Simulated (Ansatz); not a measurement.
**Si2HO+ (triplet): the correlation ladder, cc-pVDZ**

One table from this session's results is given with a row withheld; the runs are named, their logs left out.

Method: cc-pVDZ, core rule «outside noble gas», up to 11 orbitals frozen; program: Ansatz 0.2.0, Gaussian basis.

To be run: UHF; CCSD(T) on ROHF; CCSD(T) on UHF; BCCD(T) on ROHF; CISD; CCSDT(Q) on ROHF; CCSDT(Q) on UHF; CASSCF and NEVPT2, 10 electrons in 10 orbitals.

22 further runs of the same task are left out: 7 that didn't finish, 15 set aside as unsound or not needed.

### What is computed

The geometry is a PBE0/def2-TZVP stationary point (not a proven minimum) of the parent state, kept for this charge and spin.

4 atoms, charge 1, spin multiplicity 3.

Atoms are counted from 1 here; the program's logs count them from 0.

Bond lengths: Si1–O2 1.618 Å, O2–Si3 1.672 Å, Si3–H4 1.536 Å. Angles: Si1–O2–Si3 174.1°, O2–Si3–H4 95.2°.

As a file:

```xyz
4
charge 1, multiplicity 3
Si    0.0000    0.0192    1.6628
O     0.0000    0.0469    0.0453
Si    0.0000   -0.0967   -1.6207
H     0.0000    1.4158   -1.8906
```

Set-up of the first run:

The input, in.yaml:

```yaml
crystal:
  periodic: [false, false, false]
  atoms:
    - {symbol: Si, position_ang: [0.000000, 0.019217, 1.662780]}
    - {symbol: O, position_ang: [0.000000, 0.046850, 0.045269]}
    - {symbol: Si, position_ang: [0.000000, -0.096716, -1.620718]}
    - {symbol: H, position_ang: [0.000000, 1.415798, -1.890609]}
basis:
  gaussian: {orbitals: cc-pVDZ}
total_charge: 1
magnetization: {spin_polarized: true, initial_magnetization: 2}
hamiltonian: {xc: hf}
output: {orbitals: {seedname: orbitals}}
```

On the command line:

```
$ ansatz run in.yaml --threads 1 --pin off --events-out ev --progress --plain --max-ram 2393MiB
```

Steps of the session up to this table: UHF; CCSD(T) on ROHF; CCSD(T) on UHF; BCCD(T) on ROHF; CISD; CCSDT(Q) on ROHF; CCSDT(Q) on UHF; CASSCF and NEVPT2, 10 electrons in 10 orbitals.

One of the session's tables, all rows but one given; the rest of the session is left out.

```
   method  from UCCSDT(Q) (kJ/mol)
     ROHF                   +914.7
      UHF                   +909.2
     RMP2                   +112.1
     UMP2                        ?
     CISD                   +130.3
    RCCSD                    +38.1
    UCCSD                    +37.8
 RCCSD(T)                     +7.7
 UCCSD(T)                     +7.6
  BCCD(T)                     +6.7
   RCCSDT                     +3.6
   UCCSDT                     +3.6
RCCSDT(Q)                     +1.2
UCCSDT(Q)                        0
```

**Question.** Estimate the row for UMP2.

**Answer.** from UCCSDT(Q) (kJ/mol): +110.0. In the column «from UCCSDT(Q) (kJ/mol)» it lies between RCCSD (+38.1) and RMP2 (+112.1).

Left out of the table: CASSCF frontier, NEVPT2 frontier (the active space lost an orbital or holds another state than full CI finds).

Caveats from the session: Restricted and unrestricted rows rest on different reference determinants; where their highest levels disagree by more than a few hundredths of an eV, they describe different states and don't form one ladder. Warnings in the runs' records: passed over end.
